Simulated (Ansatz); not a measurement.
**FHMgS (SMILES [F][Mg][SH]): one structure at several levels**

The task here is to estimate one member of a computed series from the others.

Computed with Ansatz 0.2.0, Gaussian basis. Level: single points in def2-TZVPP.

Cores are frozen in the correlated methods. The outer core shell of Li, Na, Mg and K is correlated.

## The starting structure

SMILES `[F][Mg][SH]`, 4 atoms, charge 0, spin multiplicity 1.

Atoms are counted from 1 here; the program's logs count them from 0.

Bond lengths: F1–Mg2 1.798 Å, Mg2–S3 2.328 Å, S3–H4 1.453 Å. Angles: F1–Mg2–S3 172.4°, Mg2–S3–H4 90.1°.

Geometry (Å):

```xyz
4
charge 0, multiplicity 1
F    -1.0758    0.3150    2.2300
Mg   -0.5485    0.2758    0.5111
S     0.3219   -0.0035   -1.6296
H     1.4402   -0.7515   -1.0803
```

Set-up of the first run:

Input file run/in.yaml:

```yaml
crystal:
  periodic: [false, false, false]
  atoms:
    - {symbol: F, position_ang: [-1.075800, 0.315000, 2.230000]}
    - {symbol: Mg, position_ang: [-0.548500, 0.275800, 0.511100]}
    - {symbol: S, position_ang: [0.321900, -0.003500, -1.629600]}
    - {symbol: H, position_ang: [1.440200, -0.751500, -1.080300]}
basis:
  gaussian: {orbitals: def2-TZVPP}
correlation: {method: ccsd_t}
output: {forces: true}
```

The command line of these runs was not kept.

Steps of the session up to this table: CCSD(T)/def2-TZVPP; PBE0-D4/def2-TZVPP; wB97M-V/def2-TZVPP; r2SCAN-D4/def2-TZVPP; PBE-D4/def2-TZVPP; r2SCANh-D4/def2-TZVPP; BHLYP-D4/def2-TZVPP.

One of the session's tables, all rows but one given; the rest of the session is left out.

| method | RMS force component (eV/Å) | angle to CCSD(T) forces (°) | dipole (D) |
| --- | --- | --- | --- |
| CCSD(T) | 0.923 | reference | 0.68 |
| PBE0-D4 | ? | ? | ? |
| wB97M-V | 0.931 | 3.4 | 0.70 |
| r2SCAN-D4 | 0.901 | 1.4 | 0.67 |
| PBE-D4 | 0.767 | 6.6 | 0.81 |
| r2SCANh-D4 | 0.943 | 1.7 | 0.67 |
| BHLYP-D4 | 1.055 | 3.9 | 0.76 |

**Question.** Estimate the row for PBE0-D4.

The run gave: RMS force component (eV/Å): 0.924; angle to CCSD(T) forces (°): 2.1; dipole (D): 0.75. In the column «RMS force component (eV/Å)» it lies between CCSD(T) (0.923) and wB97M-V (0.931).
